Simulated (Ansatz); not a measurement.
Two isomers of C6H12: A = `C=CC(C)(C)C`, B = `C/C=C\C(C)C`.

Isolated molecules relaxed with PBE0-D4/def2-TZVP in Ansatz; ΔE leaves out vibrations. CCSD(T)/CBS adds triple-zeta CCSD(T) − MP2 to the extrapolated MP2 energy (def2 sets, frozen cores). DFT in def2-TZVPP. B3LYP here is the variant with VWN-RPA as its local correlation; programs differ in this. Each species was taken in one conformer, which may not be the lowest.

**Question.** Which is lower in electronic energy at CCSD(T)/CBS, and by how much? (Estimate.)

**Answer.** Computed: A, by 0.8 kcal/mol.

**Question.** Give E(B) − E(A) in kcal/mol with PBE0-D4, B3LYP, r2SCAN-D4, B3LYP-D4, MP2/def2-TZVPP, CCSD(T)/def2-SVP, BLYP-D4. (Estimate.)

**Answer.** Computed: PBE0-D4 -1.0, B3LYP -2.4, r2SCAN-D4 -0.3, B3LYP-D4 -0.9, MP2/def2-TZVPP 1.4, CCSD(T)/def2-SVP 0.7, BLYP-D4 -1.0. The order is the other way round with PBE0-D4, B3LYP, r2SCAN-D4, B3LYP-D4, BLYP-D4.

Largest T1 diagnostic: 0.009.

Leaving LDA and LC-ωPBE aside and taking each functional with its dispersion term where it has one, the values, not all of them listed here, spread over 1.7 kcal/mol, from PBE-D4 to ωB97M-V. LDA lies +1.9 kcal/mol from PBE without D4. In def2-TZVPP, CCSD(T) changes the Hartree–Fock value by +2.7 kcal/mol (the triples alone add +0.4 kcal/mol) and MP2 by +3.2 kcal/mol.
